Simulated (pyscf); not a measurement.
7 gas-phase steps of one pattern: four-centre exchange on the singlet surface, Al/Ga/In–H, H–O broken and Al/Ga/In–O, H–H formed. Optimised with ωB97X-D3(BJ)/def2-SVP in PySCF. Electronic energies in eV, between the relaxed ends of the descent from the saddle (adducts or complexes of the species named), with the reactant end as zero; ΔE‡ and ΔE at ωB97X-D3(BJ)/def2-TZVP. Rows were drawn at random from the steps of this pattern with a verified saddle, stable references and a bound adduct at one end at least.

```
row                                                                                                                        step     ΔE   ΔE‡
---  --------------------------------------------------------------------------------------------------------------------------  -----  ----
1                      H₃C–AlH₂ (SMILES [CH3][AlH2]) + H₂O (SMILES O) → H₃C–AlH–OH (SMILES [CH3][AlH][OH]) + H₂ (SMILES [H][H])  -0.49  0.62
2                          HO–AlH₂ (SMILES [OH][AlH2]) + H₂O (SMILES O) → HO–AlH–OH (SMILES [OH][AlH][OH]) + H₂ (SMILES [H][H])  -0.48     ?
3                                      AlH₃ (SMILES [AlH3]) + H₂O (SMILES O) → HO–AlH₂ (SMILES [OH][AlH2]) + H₂ (SMILES [H][H])  -0.42  0.68
4             H₂O (SMILES O) + HO–AlH–OH (SMILES [OH][AlH][OH]) → HO–Al(OH)–OH (SMILES [OH][Al]([OH])[OH]) + H₂ (SMILES [H][H])  -0.35  0.74
5    H₃C–GaH–CH₃ (SMILES [CH3][GaH][CH3]) + H₂O (SMILES O) -> H₃C–Ga(CH₃)–OH (SMILES [CH3][Ga]([CH3])[OH]) + H₂ (SMILES [H][H])  -0.11  0.93
6                          Cl–GaH₂ (SMILES [Cl][GaH2]) + H₂O (SMILES O) → HO–GaH–Cl (SMILES [OH][GaH][Cl]) + H₂ (SMILES [H][H])  +0.21  1.28
7                                      InH₃ (SMILES [InH3]) + H₂O (SMILES O) → HO–InH₂ (SMILES [OH][InH2]) + H₂ (SMILES [H][H])  +0.27  1.09
```

Task: Fit ΔE‡ = a + b·ΔE to the other rows and predict row 2.

Result: Over the 6 complete rows the means are -0.15 (ΔE) and 0.89 (ΔE‡); least squares gives b = 0.75 and a = 1.00 eV, with residuals of 0.07 eV (root mean square; largest 0.12, row 6). For row 2: 1.00 + 0.75 × (-0.48) = 0.64 eV. The computed barrier is 0.66 eV, 0.02 over the line. The line follows these rows closely. A slope of 0.75 suggests late, product-like saddles. Each barrier is that of the saddle found. Elements up to Kr have no core potential and no relativistic terms here. Elements past Kr carry the def2 core potentials, without spin-orbit coupling.
